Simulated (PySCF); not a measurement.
# A diatomic session: AlP−

The task here is to estimate one member of a computed series from the others.

Computed with PySCF 2.14.0. Level: Al def2-TZVPPD, P def2-TZVPPD, no relativity.

2 further runs of the same task are left out: 2 set aside as unsound or not needed.

Set-up of the first run:

The job is set up so:

```yaml
atoms: Al, P
charge: -1
basis: Al def2-TZVPPD, P def2-TZVPPD
Hamiltonian: no relativity
basis_functions: 96
electrons_treated: 29
masses_in_u: 26.9815, 30.9738
levels: PBE0, PBE, r²SCAN, revPBE, TPSSh, M06-L, M06, BHandHLYP, ωB97X, MP2, SCS-MP2, CCSD, CCSD(T)
grid: 80 radial by 434 angular points
occupations: held fixed by the projection of orbital angular momentum
dissociation_limit: Al + P−, each in its ground configuration
starting_distance_in_angstrom: 2.360
values_of_2S_to_try: 1, 3
```

Run with:

```bash
> OMP_NUM_THREADS=2 python dia.py task.json out
```

Steps of the session up to this table: Set-up; PBE0 along the bond; Higher solutions at PBE0; PBE (GGA); r²SCAN; revPBE; TPSSh (hybrid meta-GGA); M06-L (meta-GGA); M06 (hybrid meta-GGA); BHandHLYP; ωB97X (range-separated hybrid); Adding correlation.

One of the session's tables, all rows but one given; the rest of the session is left out.

Energy (eV) from each level's lowest point:

```
R (Å)  ROHF-MP2  ROHF-SCS-MP2  ROHF-CCSD  ROHF-CCSD(T)    PBE
1.832     1.229         1.243        n/a           n/a  1.164
1.917     0.550         0.564      0.562         0.578  0.536
2.002     0.141         0.153      0.196         0.198  0.181
2.066     0.000         0.000      0.054         0.054  0.047
2.130         ?             ?          ?             ?      ?
2.194     0.090         0.058      0.017         0.013  0.019
2.279     0.236         0.191      0.120         0.107  0.120
2.386     0.481         0.424      0.336         0.309  0.326
2.513     0.830         0.763      0.671         0.622  0.641
2.684     1.333         1.258        n/a           n/a  1.100
```

**Question.** Estimate the row for R (Å) = 2.130.

Worked estimate for «ROHF-MP2». A straight line through the neighbours (2.066, 0.000) and (2.194, 0.090) gives 0.000 + (0.090 − 0.000) × (2.130 − 2.066) / (2.194 − 2.066) = 0.045; a parabola fitted to 4 rows on both sides gives 0.011.

**Answer.** ROHF-MP2: 0.019; ROHF-SCS-MP2: 0.000; ROHF-CCSD: 0.000; ROHF-CCSD(T): 0.000; PBE: 0.000. In «ROHF-MP2» the line misses by +0.026 and the parabola by -0.008.
